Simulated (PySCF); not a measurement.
Stepwise substitution at one centre (B Cl-I). Gas-phase values, no solvent. Strings in code marks are SMILES.

The HOMO from two functionals at the same geometries (CAM-B3LYP-D3(BJ)/def2-TZVP), both in PySCF: PBE-D3(BJ)/def2-TZVP and CAM-B3LYP-D3(BJ)/def2-TZVP. 

```csv
species,PBE-D3(BJ)/def2-TZVP (eV)
0 of 3 Cl replaced by I (`ClB(Cl)Cl`),-7.65
1 of 3 Cl replaced by I,-6.70
2 of 3 Cl replaced by I (`ClB(I)I`),-6.44
3 of 3 Cl replaced by I (`IB(I)I`),-6.25
```

Task: What does CAM-B3LYP-D3(BJ)/def2-TZVP give for each?

Result: 
- 0 of 3 Cl replaced by I (`ClB(Cl)Cl`): -10.46
- 1 of 3 Cl replaced by I: -9.14
- 2 of 3 Cl replaced by I (`ClB(I)I`): -8.81
- 3 of 3 Cl replaced by I (`IB(I)I`): -8.60
Over these rows, drawn at random from the members with no instability flagged (it was tested for open shells, ions and some series alone), PBE minus CAM-B3LYP-D3(BJ): mean +2.49 eV, from +2.34 eV to +2.81 eV.
